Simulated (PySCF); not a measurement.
# Static response to an electric field

C6H9 (charge +1).
Structure used (GFN2-xTB), in Å, numbered top down from 1:
```
atom  x, y, z in Å
C1     2.2127   -0.0097    0.0651
C2     0.7321   -0.0089    0.0148
C3    -0.0779   -0.9332   -0.6357
C4    -1.4932   -0.6251   -0.4752
C5    -1.5092    0.6361    0.3783
C6    -0.1029    0.9265    0.6184
H7     2.5548   -0.0667    1.0971
H8     2.6065    0.9150   -0.3535
H9     2.6255   -0.8478   -0.4873
H10    0.2846   -1.7818   -1.1942
H11   -1.9826   -0.4964   -1.4480
H12   -2.0314   -1.4645   -0.0192
H13   -2.0117    1.4828   -0.1041
H14   -2.0525    0.5130    1.3229
H15    0.2407    1.7687    1.1985
```

Level: PBE0/def2-SVPD (PySCF), static field, nuclei fixed, core orbitals frozen in the response. The polarisability tensor in these axes (au):

```
x   75.57  0.02  1.05
y    0.02 61.55 11.72
z    1.05 11.72 52.16
```

Question: Give the principal values, the mean and the anisotropy Δα = √{½[(α1 − α2)² + (α2 − α3)² + (α1 − α3)²]}.

Answer: Principal values 44.21, 69.42 and 75.65 au; mean 63.10 au = 9.35 Å³ = 10.40 × 10⁻⁴⁰ C²·m²/J; Δα = 28.83 au (46 % of the mean).

Question: Directions of the eigenvectors, and the extent of the frame along each?

Answer: Largest value along (0.99, 0.07, 0.08), where the nuclei span 4.74 Å; middle along (-0.10, 0.83, 0.56), 4.27 Å; least along (-0.03, -0.56, 0.83), 1.75 Å. The response follows the extents in order.

Question: In TDDFT the mean static polarisability is Σ f/ω² over all singlet excitations (ω in hartree). How much of it do the 6 lowest give? Their energies (eV) and oscillator strengths: 4.59, 0.1152; 5.23, 0.0022; 5.60, 0.0000; 5.69, 0.0000; 6.17, 0.0002; 6.48, 0.1237.

Answer: They add up to 6.30 au, 10.0 % of the 63.10 au; the largest single term is 4.05 au, from the state at 4.59 eV. Terms in order: 4.05, 0.06, 0.00, 0.00, 0.00, 2.18 au. Higher excitations give the rest. The strengths listed sum to 0.241.

Question: What are the principal values of the traceless quadrupole moment, Θ = ½Σq(3rr − r²1), about the centre of nuclear charge?

Answer: -10.39, 3.42, 6.97 D·Å. The values depend on the origin, since the species is charged. The electronic extent ⟨r²⟩ about the same centre is 558 bohr², a root-mean-square distance of 1.88 Å for the 44 electrons.

Isolated species at its GFN2-xTB geometry, gas phase.
